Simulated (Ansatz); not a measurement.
Compare A (`C1=NCC1`) with its isomer B (`CC=C=N`).

Calculated with Ansatz (gas phase, PBE0-D4/def2-TZVP geometries, no zero-point term in ΔE). CBS: MP2 limit from def2 TZ/QZ plus the TZ coupled-cluster correction, frozen cores. Functionals use def2-TZVPP. B3LYP here is the variant with VWN-RPA as its local correlation; programs differ in this. Each species was taken in one conformer, which may not be the lowest.

A:

```xyz
9

C     0.075   -1.084    0.370
N    -0.068   -1.039   -0.901
C    -0.110    0.444   -0.856
C     0.064    0.379    0.680
H     0.171   -1.985    0.975
H     0.710    0.904   -1.412
H    -1.059    0.849   -1.214
H     0.992    0.794    1.080
H    -0.776    0.739    1.278
```

B:

```xyz
9

C    -0.488   -1.165    0.307
C     0.509   -0.212   -0.279
C     0.318    1.077   -0.372
N     0.085    2.260   -0.568
H    -0.076   -1.684    1.177
H    -1.393   -0.646    0.622
H    -0.774   -1.927   -0.424
H     1.457   -0.592   -0.647
H     0.361    2.890    0.183
```

Problem. Which is lower in electronic energy at CCSD(T)/CBS, and by how much? (Estimate.)

Solution. Ansatz gave: B, by 5.5 kcal/mol.

Problem. Give E(B) − E(A) in kcal/mol with PBE0-D4, CCSD(T)/def2-TZVPP, BLYP-D4, HF/def2-TZVPP, B2PLYP, B3LYP, PBE-D4. (Estimate.)

Solution. Ansatz gave: PBE0-D4 -6.5, CCSD(T)/def2-TZVPP -5.4, BLYP-D4 -13.7, HF/def2-TZVPP -8.7, B2PLYP -9.7, B3LYP -11.9, PBE-D4 -9.0. None reverses the order clearly.

Problem. Does the order hold for the free energy at 298.15 K (harmonic terms from PBE0-D4)? (Estimate.)

Solution. The calculation gave: Yes: G(B) − G(A) = -7.8 kcal/mol, for one conformer each.

Largest T1 diagnostic: 0.013.

From PBE to PBE0 (25 % exact exchange), in def2-TZVPP and without D4, E(B) − E(A) moves by +2.6 kcal/mol. At CCSD(T), def2-SVP lies +0.9 kcal/mol from the extrapolated value and def2-TZVPP +0.2 kcal/mol.
